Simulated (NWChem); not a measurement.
System: C2H3N, triplet; SMILES of the neutral closed-shell parent N#CC

Here is an NWChem input.

```
start job
memory heap 200 mb stack 900 mb global 1100 mb
geometry units angstroms noautosym nocenter noautoz
  C      0.086951    -1.078883     0.000000
  C     -0.471380     0.284055     0.000000
  N      0.249870     1.346856     0.000000
  H     -0.226208    -1.634385    -0.898128
  H      1.194399    -1.002611     0.000000
  H     -0.226208    -1.634385     0.898128
end
basis spherical
  * library def2-svp
end
dft
  odft
  mult 3
  xc pbe0
  iterations 150
end
cosmo
  do_cosmo_smd true
  solvent hexane
end
task dft energy
```

In the optimisation the excess spin sits in a' (Cs, its own frame). The geometry was optimised at PBE0/def2-SVP, spin-unrestricted. The spin multiplicity was typed, not searched, and may not be the lowest. No stability test was run on the SCF state. Solvent: n-hexane.

Level: PBE0/def2-SVP with SMD (1 M gas to 1 M solution), gas-phase geometry. Reactions with the solvent are ignored.

Q: What results follow from this input? (PBE0/def2-SVP, spin-unrestricted, SMD on the gas-phase geometry.) Quantities: solvation free energy (kcal/mol); cavity-dispersion-structure term (kcal/mol); dipole in solution (D).

A: 
- solvation free energy (kcal/mol) = -1.7
- cavity-dispersion-structure term (kcal/mol) = 0.2
- dipole in solution (D) = 2.98
